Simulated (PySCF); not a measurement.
Gas-phase reaction: 3 O2 + 4 BH2 → 2 B(OH)3 + 2 BH

Method: PySCF energies (xtb for GFN2) plus ideal-gas RRHO corrections (1 bar). † marks an energy on the PBE0/def2-TZVP geometry and frequencies; other levels use their own. CCSD(T) freezes the core. 6-31G* has spherical d functions here. Open shells (unrestricted): O2 (multiplicity 3), BH2 (multiplicity 2); the rest are closed-shell singlets. GFN2 has no spin-polarisation term. B3LYP is the form with VWN-RPA correlation. CCSD(T) isn't extrapolated to the basis-set limit.

```
level                ΔH°(298 K), kJ
-------------------  --------------
B3LYP/6-31G*                  -2099
B3LYP/def2-TZVP†              -2206
CCSD(T)/def2-SVP†                 …
CCSD(T)/def2-TZVPP†               …
GFN2-xTB                      -2754
HF/def2-TZVP†                     …
M06-2X/def2-TZVP†             -2361
PBE/def2-TZVP†                -2157
PBE0/def2-QZVP†               -2237
ωB97M-V/def2-TZVP†                …
```

Problem. Fill in the missing entries.

Solution. 
- CCSD(T)/def2-SVP†, ΔH°(298 K), kJ: -2303
- CCSD(T)/def2-TZVPP†, ΔH°(298 K), kJ: -2371
- HF/def2-TZVP†, ΔH°(298 K), kJ: -1966
- ωB97M-V/def2-TZVP†, ΔH°(298 K), kJ: -2358
